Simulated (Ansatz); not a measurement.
**Naphthalene (C10H8): up Jacob's ladder to CCSD(T)**

An exercise on one series of results from a longer session: the logs are not shown, and one member is left open.

Computed with Ansatz 0.2.0, Gaussian basis. Level: functionals in def2-TZVPP, the program's frozen cores in correlated methods.

Levels to be run: LDA (SPW92), PBE-D4, revPBE-D4, BLYP-D4, r2SCAN-D4, B97M-V, PBE0-D4, B3LYP-D4, r2SCANh-D4, r2SCAN0-D4, HSE06-D4, BHLYP-D4, CAM-B3LYP-D4, LC-ωPBE, ωB97X-V, ωB97M-V, B2PLYP, PBE-QIDH; CCSD(T)/def2-SVP; CCSD(T)/def2-TZVPP; MP2/def2-QZVPP; extrapolation to the limit; RPA on PBE.

### The geometry

An earlier PBE0-D4 in a triple-zeta def2 set relaxation fixed the geometry.

SMILES `c1ccc2ccccc2c1`, 18 atoms, charge 0, spin multiplicity 1.

Atoms are counted from 1 here; the program's logs count them from 0.

Bond lengths: C1–C2 1.408 Å, C1–C10 1.367 Å, C1–H11 1.084 Å, C2–C3 1.367 Å, C2–H12 1.084 Å, C3–C4 1.412 Å, C3–H13 1.085 Å, C4–C5 1.412 Å, C4–C9 1.421 Å, C5–C6 1.367 Å, C5–H14 1.085 Å, C6–C7 1.408 Å, C6–H15 1.084 Å, C7–C8 1.367 Å, C7–H16 1.084 Å, C8–C9 1.412 Å, C8–H17 1.085 Å, C9–C10 1.412 Å and more. Angles: C2–C1–C10 120.3°, C2–C1–H11 119.6°, C10–C1–H11 120.1°, C1–C2–C3 120.3°, C1–C2–H12 119.6°, C3–C2–H12 120.1°, C2–C3–C4 120.8°, C2–C3–H13 120.5°, C4–C3–H13 118.7°, C3–C4–C5 122.2°, C3–C4–C9 118.9°, C5–C4–C9 118.9°, C4–C5–C6 120.8°, C4–C5–H14 118.7°, C6–C5–H14 120.5°, C5–C6–C7 120.3°, C5–C6–H15 120.1°, C7–C6–H15 119.6° and more.

Set-up of the first run:

in.yaml

```yaml
crystal:
  periodic: [false, false, false]
  atoms:
    - {symbol: C, position_ang: [1.502410, -1.980217, 0.388687]}
    - {symbol: C, position_ang: [2.170066, -1.152280, -0.534408]}
    - {symbol: C, position_ang: [1.598671, 0.018506, -0.949266]}
    - {symbol: C, position_ang: [0.334871, 0.418474, -0.462972]}
    - {symbol: C, position_ang: [-0.281592, 1.621184, -0.871759]}
    - {symbol: C, position_ang: [-1.506575, 1.981473, -0.382937]}
    - {symbol: C, position_ang: [-2.174239, 1.153525, 0.540142]}
    - {symbol: C, position_ang: [-1.602843, -0.017260, 0.954999]}
    - {symbol: C, position_ang: [-0.339009, -0.417182, 0.468760]}
    - {symbol: C, position_ang: [0.277454, -1.619891, 0.877552]}
    - {symbol: H, position_ang: [1.965218, -2.906156, 0.710316]}
    - {symbol: H, position_ang: [3.140848, -1.448297, -0.915139]}
    - {symbol: H, position_ang: [2.110138, 0.658772, -1.660414]}
    - {symbol: H, position_ang: [0.235674, 2.256621, -1.583045]}
    - {symbol: H, position_ang: [-1.969409, 2.907391, -0.704595]}
    - {symbol: H, position_ang: [-3.145056, 1.449507, 0.920810]}
    - {symbol: H, position_ang: [-2.114342, -0.657574, 1.666081]}
    - {symbol: H, position_ang: [-0.239784, -2.255294, 1.588888]}
basis:
  gaussian: {orbitals: def2-TZVPP}
hamiltonian: {xc: lda}
output: {orbitals: {seedname: orbitals}}
```

Started as:

```sh
ansatz run in.yaml --threads 2 --pin off --events-out ev --progress --plain --max-ram 22528MiB --backend cuda --devices 0, --max-vram 18GiB
```

Among the steps run: LDA; PBE-D4 (GGA); revPBE-D4 (GGA); BLYP-D4 (GGA); r2SCAN-D4 (meta-GGA); B97M-V (meta-GGA); B3LYP-D4 (hybrid); r2SCANh-D4 (hybrid); r2SCAN0-D4 (hybrid); HSE06-D4 (hybrid); BHLYP-D4 (hybrid); CAM-B3LYP-D4 (range-separated); LC-ωPBE (range-separated); ωB97X-V (range-separated); ωB97M-V (range-separated); B2PLYP (double hybrid); PBE-QIDH (double hybrid).

One of the session's tables, all rows but one given; the rest of the session is left out.

It belongs to the step «Orbital energies across the functionals». 

| functional | HOMO (eV) | gap (eV) |
| --- | --- | --- |
| LDA (SPW92) | -5.69 | 3.45 |
| PBE-D4 | -5.48 | 3.48 |
| revPBE-D4 | ? | ? |
| BLYP-D4 | -5.28 | 3.46 |
| r2SCAN-D4 | -5.60 | 3.73 |
| B97M-V | -5.55 | 3.77 |
| PBE0-D4 | -6.33 | 5.16 |
| B3LYP-D4 | -6.13 | 4.80 |
| r2SCANh-D4 | -5.93 | 4.36 |
| r2SCAN0-D4 | -6.43 | 5.31 |
| HSE06-D4 | -5.95 | 4.41 |
| BHLYP-D4 | -6.99 | 6.81 |
| CAM-B3LYP-D4 | -7.43 | 7.29 |
| LC-ωPBE | -8.65 | 9.43 |
| ωB97X-V | -8.31 | 9.12 |
| ωB97M-V | -8.25 | 8.99 |

Q: Estimate the row for revPBE-D4 from the others.

**Answer.** HOMO (eV): -5.40; gap (eV): 3.49. In the column «HOMO (eV)» it lies between PBE-D4 (-5.48) and BLYP-D4 (-5.28).
